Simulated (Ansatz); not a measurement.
Abstraction of H: SiH2(SiH3)F + C2H5Si → SiH(SiH3)F + C2H6Si

Species: SiH2(SiH3)F, singlet; C2H5Si `C=C[SiH2]`, doublet; SiH(SiH3)F, doublet; C2H6Si (vinylsilane) `C=C[SiH3]`, singlet. A radical takes H: the energy is the difference in strength between two Si–H bonds in different surroundings.

Shapes, held fixed at every level: PBE0-D4/def2-TZVP. Flexible molecules stand in one conformer, not always the lowest. Programs: Ansatz 0.2.0. The zero-point and thermal change to 298 K, harmonic and unscaled (PBE0-D4/def2-TZVP), is +1.3 kJ/mol.

```
               level                    kind  ΔH(298 K) (kJ/mol)  CPU time (sum over the molecules)
       HF/def2-TZVPP            Hartree–Fock                +8.2                                  –
    SPW92/def2-TZVPP                     LDA                +4.3                               11 s
r2SCAN-D4/def2-TZVPP                meta-GGA                +6.6                               42 s
 BHLYP-D4/def2-TZVPP           global hybrid                +3.2                               23 s
  PBE0-D4/def2-TZVPP           global hybrid                +3.7                               26 s
  wB97X-V/def2-TZVPP  range-separated hybrid                +0.9                               63 s
   B2PLYP/def2-TZVPP           double hybrid                +1.6                               37 s
```

B2PLYP/def2-TZVPP gives ΔH(298 K) = +1.6 kJ/mol; the levels span +0.9 to +8.2. That is about zero within the method's error. The median of the levels is +3.7. No measured value is set beside it here. Spin contamination: C2H5Si (⟨S²⟩ up to 0.90). Open shells run unrestricted unless RO is named. Times are processor times on shared x86 and Arm servers, and rough.
